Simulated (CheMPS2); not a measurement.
# DMRG/STO-3G run of BH3Cl− (SMILES [BH3-]Cl)

Aim: the energy change on altering one bond length of BH3Cl− at DMRG/STO-3G, from 2 runs. 

Program for the calculation: CheMPS2 1.8.12.

2 further runs of the same task are left out: 2 set aside as unsound or not needed.

## 1. Starting point

BH3Cl−: 5 atoms, total charge -1, spin state singlet. As SMILES, `[BH3-]Cl`. The shape is that of a GFN2-xTB optimisation.

Bond lengths: B1–Cl2 1.873 Å, B1–H3 1.208 Å, B1–H4 1.208 Å, B1–H5 1.208 Å. Angles: Cl2–B1–H3 106.7°, Cl2–B1–H4 106.7°, Cl2–B1–H5 106.7°, H3–B1–H4 112.0°, H3–B1–H5 112.2°, H4–B1–H5 112.1°.

## 2. The energy at DMRG/STO-3G

Input file prepare.py:

```python
from pyscf import ao2mo, cc, dft, gto, mcscf, mp, scf
from pyscf.tools import fcidump

geom = """
B      0.15569454    -0.09046119     0.25687047
Cl    -1.59844374     0.93815453    -2.63989070
H      2.31128623    -0.48116207    -0.38374668
H     -0.86946299    -1.98676356     1.00671380
H      0.00094486     1.62023228     1.76007202
"""
mol = gto.M(
    atom=geom,
    basis="sto-3g",
    unit="bohr",
    charge=-1,
    spin=0,
    verbose=4,
    max_memory=2000,
)
print("nao                            = %d" % (mol.nao))
mf = scf.RHF(mol)
mf.conv_tol = 1e-10
mf.max_cycle = 200
mf.kernel()
if not mf.converged:
    mf = mf.newton().run(mf.mo_coeff, mf.mo_occ)
print(f"E(SCF)                         = {mf.e_tot:.10f}")
ref = mf
pt = mp.MP2(ref, frozen=6).run()
mycc = cc.CCSD(ref, frozen=6)
mycc.max_cycle = 150
mycc.kernel()
print(f"MP2 total energy               = {pt.e_tot:.10f}")
if mycc.converged:
    print("CCSD total energy              = %.10f" % (mycc.e_tot))
    print("E(CCSD(T))                     = %.10f" % (mycc.e_tot + mycc.ccsd_t()))
    print("T1 diagnostic                  = %.4f" % (mycc.get_t1_diagnostic()))
ks = dft.RKS(mol, xc="m06l").set(conv_tol=1e-9, verbose=3).run()
if ks.converged:
    print(f"E(M06-L)                       = {ks.e_tot:.8f}")
ks = dft.RKS(mol, xc="b3lyp").set(conv_tol=1e-9, verbose=3).run()
if ks.converged:
    print(f"E(B3LYP)                       = {ks.e_tot:.8f}")
ks = dft.RKS(mol, xc="revpbe").set(conv_tol=1e-9, verbose=3).run()
if ks.converged:
    print(f"E(revPBE)                      = {ks.e_tot:.8f}")
ks = dft.RKS(mol, xc="bhandhlyp").set(conv_tol=1e-9, verbose=3).run()
if ks.converged:
    print("E(BHLYP)                       = %.8f" % (ks.e_tot))
ks = dft.RKS(mol, xc="hse06").set(conv_tol=1e-9, verbose=3).run()
if ks.converged:
    print("E(HSE06)                       = %.8f" % (ks.e_tot))
occ_no, mo = mcscf.addons.make_natural_orbitals(cc.CCSD(mf, frozen=6).run())
mf.mo_coeff = mo
cas = mcscf.CASCI(mf, 11, 14)
h1, ecore = cas.get_h1eff()
fcidump.from_integrals("FCIDUMP", h1, cas.get_h2eff(), 11, 14, nuc=ecore, ms=0)
ci = mcscf.CASCI(mf, 11, (7, 7))
ci.fix_spin_(ss=0)
ci.fcisolver.conv_tol = 1e-10
ci.fcisolver.max_cycle = 200
ci.kernel()
print("E(FCI)                         = %.10f" % (ci.e_tot))
```

Input file chemps2.input:

```
FCIDUMP = FCIDUMP
GROUP = 0
MULTIPLICITY = 1
NELECTRONS = 14
IRREP = 0
EXCITATION = 0
SWEEP_STATES = 50, 75, 100, 100
SWEEP_ENERGY_CONV = 1e-05, 1e-05, 1e-05, 1e-07
SWEEP_MAX_SWEEPS = 2, 3, 2, 6
SWEEP_NOISE_PREFAC = 0.05, 0.05, 0.005, 0.0
SWEEP_DVDSON_RTOL = 1e-04, 1e-04, 1e-04, 1e-05
NOCC = 0
NACT = 11
NVIR = 0
MOLCAS_FIEDLER = TRUE
PRINT_CORR = TRUE
TMP_FOLDER = .
```

On the command line:

```bash
python prepare.py && chemps2 --file=chemps2.input
```

Log:

```text
$ python prepare.py

[INPUT] verbose = 4
[INPUT] num. atoms = 5
[INPUT] num. electrons = 26
[INPUT] charge = -1
[INPUT] spin (= nelec alpha-beta = 2S) = 0
[INPUT] symmetry False subgroup None
[INPUT] Mole.unit = bohr
[INPUT] Symbol           X                Y                Z      unit          X                Y                Z       unit  Magmom
[INPUT]  1 B      0.082390002433  -0.047870000221   0.135929998882 AA    0.155694540000  -0.090461190000   0.256870470000 Bohr   0.0
[INPUT]  2 Cl    -0.845860000146   0.496449997597  -1.396969997760 AA   -1.598443740000   0.938154530000  -2.639890700000 Bohr   0.0
[INPUT]  3 H      1.223080000829  -0.254620002203  -0.203069997822 AA    2.311286230000  -0.481162070000  -0.383746680000 Bohr   0.0
[INPUT]  4 H     -0.460100000046  -1.051349999438   0.532730000879 AA   -0.869462990000  -1.986763560000   1.006713800000 Bohr   0.0
[INPUT]  5 H      0.000499998380   0.857389998973   0.931390002562 AA    0.000944860000   1.620232280000   1.760072020000 Bohr   0.0

nuclear repulsion = 42.1597479814418
number of shells = 11
number of NR pGTOs = 51
number of NR cGTOs = 17
basis = sto-3g
ecp = {}
CPU time:         1.25
nao                            = 17

[... 59 lines left out ...]
Init t2, MP2 energy = -480.699296882615  E_corr(MP2) -0.0447382784561654
[... 25 lines left out ...]
converged SCF energy = -481.517538405944
[... 43 lines left out ...]
converged SCF energy = -481.361288867075
[... 51 lines left out ...]
CASCI converged
[... 85 lines left out ...]
***     Maximum discarded weight = 5.11527442533095e-07
[... 14 lines left out ...]
***     Maximum discarded weight = 1.77633964106928e-06
[... 20 lines left out ...]
***     Minimum energy           = -480.71769204871
[... 15 lines left out ...]
***     Maximum discarded weight = 8.2363320764011e-08
[... 14 lines left out ...]
***     Maximum discarded weight = 1.13214190061503e-07
[... 20 lines left out ...]
***     Minimum energy           = -480.717704379534
[... 15 lines left out ...]
***     Maximum discarded weight during the last sweep     = 1.28036039277922e-07
[... 77 lines left out ...]
--------------------------------------------------------
Singlet diradical correlation function = < d_i,up d_j,down > + < d_i,down d_j,up > - < d_i,up > * < d_j,down > - < d_i,down > * < d_j,up >
Hamiltonian index order is used!

   Columns 1 to 8

   -0.000000    0.000001    0.000001    0.000004    0.000007    0.000004    0.000004    0.000004
    0.000001   -0.000000    0.000005    0.000136    0.000035    0.000016    0.000012    0.000025
    0.000001    0.000005   -0.000000    0.000136    0.000035    0.000012    0.000016    0.000025
[... 7 lines of this table left out ...]
    0.000019    0.000142    0.000142    0.001701    0.000289    0.000341    0.000341    0.001563

   Columns 9 to 11

    0.000007    0.000007    0.000019
    0.000026    0.000323    0.000142
    0.000326    0.000028    0.000142
[... 7 lines of this table left out ...]
    0.000998    0.000996   -0.000008

--------------------------------------------------------
Two-orbital mutual information = 0.5 * ( s1(i) + s1(j) - s2(i,j) ) * ( 1 - delta(i,j) )
Hamiltonian index order is used!

   Columns 1 to 8

    0           0.000048    0.000048    0.000166    0.000040    0.000012    0.000012    0.000018
    0.000048    0           0.000055    0.000771    0.000096    0.000073    0.000015    0.000053
    0.000048    0.000055    0           0.000772    0.000096    0.000015    0.000050    0.000052
[... 7 lines of this table left out ...]
    0.000492    0.001167    0.001168    0.028673    0.008278    0.001468    0.001468    0.004193

   Columns 9 to 11

    0.000016    0.000016    0.000492
    0.000037    0.000932    0.001167
    0.000947    0.000040    0.001168
[... 7 lines of this table left out ...]
    0.002149    0.002134    0

--------------------------------------------------------
```

It took 27 s on 1 thread of AMD EPYC 7R43 (Zen 3), shared host; peak memory 0.18 GiB.

## 3. The distorted shape: the energy at DMRG/STO-3G

Input file prepare.py:

```python
from pyscf import ao2mo, cc, dft, gto, mcscf, mp, scf
from pyscf.tools import fcidump

geom = """
B     -0.49103211     0.02675852     0.44907074
Cl    -2.24517038     1.05537425    -2.44769044
H      2.31128623    -0.48116207    -0.38374668
H     -1.51618963    -1.86954385     1.19891406
H     -0.64578178     1.73745199     1.95227228
"""
mol = gto.M(
    atom=geom,
    basis="sto-3g",
    unit="bohr",
    charge=-1,
    spin=0,
    verbose=3,
    max_memory=2000,
)
print("basis functions         : %d" % (mol.nao))
mf = scf.RHF(mol)
mf.conv_tol = 1e-10
mf.max_cycle = 200
mf.kernel()
if not mf.converged:
    mf = mf.newton().run(mf.mo_coeff, mf.mo_occ)
print("E(HF)                   : %.10f" % (mf.e_tot))
ref = mf
pt = mp.MP2(ref, frozen=6).run()
mycc = cc.CCSD(ref, frozen=6)
mycc.max_cycle = 150
mycc.kernel()
print("E(MP2)                  : %.10f" % (pt.e_tot))
if mycc.converged:
    print(f"E(CCSD)                 : {mycc.e_tot:.10f}")
    print(f"E(CCSD(T))              : {mycc.e_tot + mycc.ccsd_t():.10f}")
    print("T1 diagnostic           : %.4f" % (mycc.get_t1_diagnostic()))
ks = dft.RKS(mol, xc="m06l").set(conv_tol=1e-9, verbose=3).run()
if ks.converged:
    print("E(M06-L)                : %.8f" % (ks.e_tot))
ks = dft.RKS(mol, xc="b3lyp").set(conv_tol=1e-9, verbose=3).run()
if ks.converged:
    print("E(B3LYP)                : %.8f" % (ks.e_tot))
ks = dft.RKS(mol, xc="revpbe").set(conv_tol=1e-9, verbose=3).run()
if ks.converged:
    print("E(revPBE)               : %.8f" % (ks.e_tot))
ks = dft.RKS(mol, xc="bhandhlyp").set(conv_tol=1e-9, verbose=3).run()
if ks.converged:
    print("E(BHLYP)                : %.8f" % (ks.e_tot))
ks = dft.RKS(mol, xc="hse06").set(conv_tol=1e-9, verbose=3).run()
if ks.converged:
    print(f"E(HSE06)                : {ks.e_tot:.8f}")
occ_no, mo = mcscf.addons.make_natural_orbitals(mp.MP2(mf, frozen=6).run())
mf.mo_coeff = mo
cas = mcscf.CASCI(mf, 11, 14)
h1, ecore = cas.get_h1eff()
fcidump.from_integrals("FCIDUMP", h1, cas.get_h2eff(), 11, 14, nuc=ecore, ms=0)
ci = mcscf.CASCI(mf, 11, (7, 7))
ci.fix_spin_(ss=0)
ci.fcisolver.conv_tol = 1e-10
ci.fcisolver.max_cycle = 200
ci.kernel()
print(f"E(FCI)                  : {ci.e_tot:.10f}")
```

Input file chemps2.input:

```
FCIDUMP = FCIDUMP
GROUP = 0
MULTIPLICITY = 1
NELECTRONS = 14
IRREP = 0
EXCITATION = 0
SWEEP_STATES = 75, 100, 100
SWEEP_ENERGY_CONV = 1e-04, 1e-04, 1e-06
SWEEP_MAX_SWEEPS = 2, 2, 6
SWEEP_NOISE_PREFAC = 0.05, 0.005, 0.0
SWEEP_DVDSON_RTOL = 1e-04, 1e-04, 1e-05
NOCC = 0
NACT = 11
NVIR = 0
MOLCAS_FIEDLER = TRUE
PRINT_CORR = TRUE
TMP_FOLDER = .
```

On the command line:

```bash
python prepare.py && chemps2 --file=chemps2.input
```

Log:

```text
$ python prepare.py
basis functions         : 17
converged SCF energy = -480.597864696216
E(HF)                   : -480.5978646962
E(RMP2) = -480.651090734708  E_corr = -0.0532260384912797
E(SCS-RMP2) = -480.659210202062  E_corr = -0.0613455058460652
E(CCSD) = -480.6740252313966  E_corr = -0.0761605351802226
E(MP2)                  : -480.6510907347
E(CCSD)                 : -480.6740252314
CCSD(T) correction = -0.000571174803922428
E(CCSD(T))              : -480.6745964062
T1 diagnostic           : 0.0069
converged SCF energy = -481.471095730803
E(M06-L)                : -481.47109573
converged SCF energy = -481.474108605343
E(B3LYP)                : -481.47410861
converged SCF energy = -481.378781826027
E(revPBE)               : -481.37878183
converged SCF energy = -481.467902847156
E(BHLYP)                : -481.46790285
converged SCF energy = -481.314298987399
E(HSE06)                : -481.31429899
E(RMP2) = -480.651090734708  E_corr = -0.0532260384912797
E(SCS-RMP2) = -480.659210202062  E_corr = -0.0613455058460652
CASCI E = -480.674705793003  E(CI) = -33.4843132403743  S^2 = 0.0000000
E(FCI)                  : -480.6747057930

$ chemps2 --file=chemps2.input

Running chemps2 version 1.8.12 () with the following options:

[... 53 lines left out ...]
***     Minimum energy           = -480.674280300786
[... 23 lines left out ...]
***     Minimum energy           = -480.674669312811
[... 7 lines left out ...]
***     Minimum energy           = -480.674703165442
[... 6 lines left out ...]
***     Minimum energy           = -480.674702910135
[... 8 lines left out ...]
***     Maximum discarded weight during the last sweep     = 2.07322160923233e-06
[... 6 lines left out ...]
***     Maximum discarded weight = 4.45876816832407e-07
[... 6 lines left out ...]
***     Maximum discarded weight = 5.71099713370293e-07
[... 13 lines left out ...]
***     Minimum energy           = -480.674704863074
[... 6 lines left out ...]
***     Minimum energy           = -480.674704871204
[... 8 lines left out ...]
***     Maximum discarded weight during the last sweep     = 5.77459560864054e-07
[... 77 lines left out ...]
--------------------------------------------------------
Singlet diradical correlation function = < d_i,up d_j,down > + < d_i,down d_j,up > - < d_i,up > * < d_j,down > - < d_i,down > * < d_j,up >
Hamiltonian index order is used!

   Columns 1 to 8

   -0.000000    0.000001    0.000001    0.000010    0.000012    0.000002    0.000004    0.000007
    0.000001   -0.000000    0.000007    0.000106    0.000072    0.000046    0.000009    0.000013
    0.000001    0.000007   -0.000000    0.000199    0.000083    0.000022    0.000138    0.000411
[... 7 lines of this table left out ...]
    0.000026    0.000117    0.000187    0.001495    0.002535    0.000964    0.000557    0.001660

   Columns 9 to 11

    0.000014    0.000005    0.000026
    0.000067    0.000332    0.000117
    0.000180    0.000019    0.000187
[... 7 lines of this table left out ...]
    0.003466    0.002177   -0.000034

--------------------------------------------------------
Two-orbital mutual information = 0.5 * ( s1(i) + s1(j) - s2(i,j) ) * ( 1 - delta(i,j) )
Hamiltonian index order is used!

   Columns 1 to 8

    0           0.000046    0.000045    0.000193    0.000072    0.000006    0.000012    0.000024
    0.000046    0           0.000056    0.000571    0.000186    0.000155    0.000011    0.000033
    0.000045    0.000056    0           0.000903    0.000212    0.000022    0.000820    0.001389
[... 7 lines of this table left out ...]
    0.000431    0.000671    0.000950    0.016005    0.020123    0.004483    0.002522    0.004196

   Columns 9 to 11

    0.000159    0.000008    0.000431
    0.000313    0.000968    0.000671
    0.000521    0.000026    0.000950
[... 7 lines of this table left out ...]
    0.010164    0.004719    0

--------------------------------------------------------
```

It took 23 s on 1 thread of AMD EPYC 7R43 (Zen 3), shared host; peak memory 0.18 GiB.

## 4. Results

Level: DMRG/STO-3G, 6 core orbitals frozen.

| quantity | value |
| --- | --- |
| run 1, DMRG/STO-3G: total energy | -480.71770 Eh |
| run 1, DMRG/STO-3G: T1 diagnostic of the CCSD step | 0.005 |
| distorted shape: total energy | -480.67470 Eh |
| distorted shape: T1 diagnostic of the CCSD step | 0.007 |
| energy change with the B1–H3 bond stretched from 1.208 to 1.570 Å | 1.170 eV |

With the B1–H3 bond stretched from 1.208 to 1.570 Å the energy rises by 1.17 eV (27 kcal/mol). The first shape isn't relaxed at this level, so the change isn't measured from a minimum. The minimal basis adds a large error of its own.
